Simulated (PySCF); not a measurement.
Gas-phase reaction: 5 C₄H₈ (isobutene) = 2 C₄H₆ (butadiene) + 4 C₃H₇ (n-propyl)

Method: PySCF energies (xtb for GFN2) plus ideal-gas RRHO corrections (1 bar). 'Table' is the NASA 1993 thermochemical table (part measured, part estimated). † marks an energy on the PBE0/def2-TZVP geometry and frequencies; other levels use their own. CCSD(T) freezes the core. Open shells (unrestricted): C₃H₇ (n-propyl) (multiplicity 2); the rest are closed-shell singlets. GFN2 has no spin-polarisation term. B3LYP is the form with VWN-RPA correlation. No R ln 2 is added for the mirror-image form of C₃H₇ (n-propyl). CCSD(T) isn't extrapolated to the basis-set limit. The harmonic model lacks anharmonicity and excited electronic states, which grow with temperature; levels with a mode under 35 cm⁻¹ are left out. Internal rotation in C₄H₈ (isobutene), C₄H₆ (butadiene), C₃H₇ (n-propyl) is treated as a harmonic vibration of one conformer, which makes the entropy rough. The table's entry may be an old estimate for C₃H₇ (n-propyl) (not checked at source). Warning, point group unlike the PBE0 one: C₃H₇ (n-propyl) (GFN2-xTB).

| level | ΔH°(298 K), kJ | minus table | ΔG°(1400 K), kJ |
|---|---|---|---|
| table | 707.5 | - | 341.6 |
| B3LYP/def2-TZVP† | 644.0 | -63.5 | 274.5 |
| BLYP/def2-TZVP† | 635.6 | -71.9 | 266.0 |
| CCSD(T)/def2-SVP† | 694.5 | -13.0 | 325.0 |
| GFN2-xTB | 914.8 | 207.3 | 537.6 |
| HF/def2-TZVP† | 453.7 | -253.8 | 84.2 |
| M06-2X/def2-TZVP† | 706.4 | -1.1 | 336.8 |
| PBE/def2-TZVP† | 671.0 | -36.5 | 301.4 |
| PBE0/def2-SVP† | 668.0 | -39.5 | 298.5 |
| LDA/def2-TZVP† | 800.4 | 92.9 | 430.9 |
